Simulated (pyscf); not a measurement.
Insertion: F–CH₂–F + difluorocarbene (F–C:–F) [singlet] → F–CH(F)–CH(F)–F

Gas phase, singlet surface, charge 0. Bonds broken: C2–H4. Bonds formed: C2–C7, H4–C7. Optimised with ωB97X-D3(BJ)/def2-SVP in PySCF.

Transition state (Å):

```xyz
8

F     -0.4068     0.8656    -1.2712
C      0.0970     0.4521    -0.1060
F      0.5865     1.4826     0.5836
H     -1.1937     0.2243     0.6225
H      0.8376    -0.3575    -0.2355
F     -1.0716    -1.8319     0.2019
C     -1.1277    -0.8332     1.0738
F     -0.1805    -1.0165     1.9834
```

One imaginary mode, 1350i cm⁻¹; descent along it reached the two sides named.

```
bond   change  reactant side (Å)  saddle  product side
-----  ------  -----------------  ------  ------------
C2–H4  breaks              1.111   1.500         2.183
C2–C7   forms                4.2   2.132         1.524
H4–C7   forms                3.2   1.152         1.104
```

Electronic energies relative to the separated reactants (kcal/mol):

```json
[
 {"level": "ωB97X-D3(BJ)/def2-TZVP", "barrier": "39.8", "reaction energy": "-59.7", "reverse barrier": "99.5"},
 {"level": "PBE/def2-TZVP", "barrier": "24.8", "reaction energy": "-59.1", "reverse barrier": "83.9"},
 {"level": "r²SCAN/def2-TZVP", "barrier": "26.6", "reaction energy": "-62.6", "reverse barrier": "89.2"},
 {"level": "B3LYP-D3(BJ)/def2-TZVP", "barrier": "33.7", "reaction energy": "-58.4", "reverse barrier": "92.1"},
 {"level": "PBE0-D3(BJ)/def2-TZVP", "barrier": "30.9", "reaction energy": "-63.6", "reverse barrier": "94.5"},
 {"level": "M06-2X/def2-TZVP", "barrier": "38.0", "reaction energy": "-61.4", "reverse barrier": "99.4"},
 {"level": "ωB97M-D3(BJ)/def2-TZVP", "barrier": "39.7", "reaction energy": "-57.2", "reverse barrier": "96.8"},
 {"level": "HF/def2-TZVP", "barrier": "65.0", "reaction energy": "-52.7", "reverse barrier": "117.7"}
]
```

With ωB97M-D3(BJ)/def2-TZVP energies and thermal terms (ideal gas, 1 atm, RRHO with modes under 100 cm⁻¹ raised to 100, one conformer, R ln 2 for rigid chiral ones), in kcal/mol:

```tsv
T (K)	ΔH‡	ΔG‡	ΔH	ΔG
298	39.0	50.1	-54.2	-41.7
600	39.7	61.0	-53.7	-29.2
900	40.5	71.5	-52.8	-17.2
1200	41.2	81.7	-51.8	-5.5
```

F–CH(F)–CH(F)–F lies 6.2 kcal/mol over its isomer F–CH₂–C(F)(F)–F, and others may lie lower still (electronic energy, ωB97M-D3(BJ)). One saddle was located; it need not be the lowest between these sides.
